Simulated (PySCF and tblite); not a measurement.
Results of a calculation; reference values are marked as such.
C₅H₅N, numbered as in [CH2:1]=[C:2]1[CH:3]=[CH:4][N:5]=[CH:6]1.

Geometries GFN2-xTB; weights from B3LYP-D3(BJ)/def2-TZVP (IEF-PCM, chloroform) energies and GFN2-xTB thermal corrections, with symmetry numbers and mirror pairs. Conformers within 2.5 kcal/mol (GFN2-xTB free energy) were kept, 6 at most. GIAO shieldings: mPW1PW91/pcSseg-1 (IEF-PCM, chloroform). Shifts are against TMS (¹H), TMS (¹³C) at the same level; of two unlike H on one atom, a is the less shielded. (PySCF 2.14, tblite 0.8.)

Task: What shifts does this protocol give at 298.15 K under fast conformational exchange?

Result: ¹H: 7.93 (H6, 1H), 7.59 (H4, 1H), 7.07 (H1a, 1H), 6.93 (H1b, 1H), 6.50 (H3, 1H) ppm. ¹³C: 165.4 (C6), 156.7 (C4), 156.5 (C2), 144.0 (C1), 122.9 (C3) ppm.

Shifts are unscaled: against experiment ¹³C can be off by 15 ppm or more and ¹H by 0.8 ppm.
